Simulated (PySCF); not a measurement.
LiS at PBE0

Computed with PBE0; basis Li def2-TZVP, S def2-TZVP; no relativity; PySCF 2.14.

For LiS, the state is ²Π (doublet), unpaired electrons π ↑ and the bond length is 2.145 Å. The harmonic wavenumber is 587 cm⁻¹, the force constant is 1.17 mdyn/Å and the rotational constant Be is 0.6370 cm⁻¹. The anharmonicity ωexe is 3.85 cm⁻¹ and the vibration–rotation constant αe is 0.00688 cm⁻¹. The well depth De to Li + S is 3.07 eV and the dissociation energy D0 is 3.04 eV. The bond order (Mayer) is 0.60 and the dipole moment (positive dipole means Li(−)S(+)) is -7.01 D.

The state was picked by a PBE0 search and need not be the measured ground state.
